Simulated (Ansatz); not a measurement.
Saddle point of BSiH5O, closed shell (BSiH₅O ([OH][BH][SiH3]) → BHO ([BH][O]) + SiH₂ + H₂; bonds formed: Si2–H4, H4–H6; bonds broken: B1–Si2, Si2–H6, O3–H4), PBE0-D4/def2-TZVP structure:

| atom | x (Å) | y (Å) | z (Å) |
| --- | --- | --- | --- |
| B1 | -1.2176 | -0.8676 | -0.8938 |
| Si2 | 0.1786 | 1.0092 | 0.1742 |
| O3 | -0.5917 | -1.8439 | -0.4912 |
| H4 | 0.7338 | -0.6972 | 0.4622 |
| H5 | -2.0959 | -0.3502 | -1.4932 |
| H6 | 1.2793 | -0.2673 | 0.8647 |
| H7 | 1.5158 | 1.5706 | -0.2403 |
| H8 | 0.1977 | 1.4463 | 1.6174 |

Energies are electronic, without zero-point energy. Barriers and step energies count from the start structure reached by relaxing down the imaginary mode; all methods use the PBE0-D4 structures, on which another method's saddle can fall below an end. Computed with Ansatz 0.2.0 (basis: def2-TZVPP, with def2-QZVPP for the basis limit); correlated methods freeze the cores. B3LYP uses VWN-RPA correlation. Extrapolation: Hartree–Fock as exp(−7.88 √X), correlation as X^−2.97.

| method | barrier (kcal/mol) | step energy (kcal/mol) |
| --- | --- | --- |
| SPW92 | 54.22 | 55.79 |
| PBE-D4 | 52.21 | 51.69 |
| BLYP-D4 | ? | 47.04 |
| r2SCAN-D4 | 57.50 | 56.34 |
| B97M-V | ? | 54.62 |
| PBE0-D4 | 58.87 | 57.66 |
| B3LYP-D4 | 55.60 | 52.67 |
| r2SCAN0-D4 | ? | 59.89 |
| BHLYP-D4 | 62.89 | 59.27 |
| CAM-B3LYP-D4 | 59.71 | 56.11 |
| wB97X-V | 62.23 | 59.14 |
| wB97M-V | 57.13 | 53.33 |
| B2PLYP | 57.34 | 53.47 |
| PBE-QIDH | 62.26 | 59.96 |
| RPA on PBE | 57.95 | 53.53 |
| HF | 71.12 | 64.00 |
| MP2 | 58.51 | 54.62 |
| CCSD | 62.08 | 56.95 |
| CCSD(T) | 59.36 | 55.02 |

Fill in the withheld barriers. (To be estimated.)

The calculation gives: B97M-V 58.98; r2SCAN0-D4 61.53; BLYP-D4 49.56 kcal/mol. Each is the energy of the saddle less that of the start structure, by the same method.

For comparison, the barrier by CCSD(T) at an estimated basis limit (MP2 extrapolated from triple and quadruple zeta, plus CCSD(T) − MP2 in triple zeta) is 59.04 kcal/mol.

T1 diagnostic: at most 0.019.

Labels in which every atom is bracketed show which atoms are joined, not bond orders.

For scale, one of the runs: CCSD(T)/def2-TZVPP, 174 basis functions (an equivalent command: `ansatz run in.yaml --threads 2`). Time: 17 s of wall clock on 2 CPU threads; the host was shared. Peak host memory: 1.5 GiB.
